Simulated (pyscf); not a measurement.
A first-order saddle from PySCF, ωB97X-D3(BJ)/def2-SVP:

```
Sn
H 1 1.7026
H 1 1.7026 2 113.19
H 1 1.8145 2 100.40 3 -106.15
H 1 1.9861 2 101.23 4 -146.36
H 5 1.0744 1 131.60 2 121.64
H 6 0.9439 5 138.78 1 -0.01
Sn 7 2.2213 6 114.03 5 0.02
H 8 1.7339 7 122.52 6 -113.86
H 8 1.7340 9 101.04 4 -92.08
```
Charge 0, spin multiplicity 1.

Surface: singlet, charge 0. Lowest wavenumbers (cm⁻¹): 1167i, 142, 163, 222, 311.

**Question.** Which two sides does it connect, and which bonds change?

**Answer.** H₃Sn–SnH₃ + H₂ <-> SnH₂ [singlet] + SnH₄ + H₂, a multi-bond step read from left to right: Sn–Sn, H–Sn, H–H broken and H–Sn, H–H formed. At ωB97M-D3(BJ)/def2-TZVP it lies +62.6 kcal/mol from the left side and +31.1 kcal/mol from the right (each side as separated species at their lowest minima found). On the product side the descent ends in an adduct with a Sn–Sn contact (not fully relaxed), 11.6 kcal/mol under the separated species and 31.6 kcal/mol under the saddle at ωB97X-D3(BJ)/def2-TZVP. What is counted as broken (Sn–Sn) persists as a longer contact in the product adduct; parting that adduct is a step of its own. This is the saddle that the search found; another between the same sides may lie lower. Elements past Kr carry the def2 core potentials, without spin-orbit coupling.
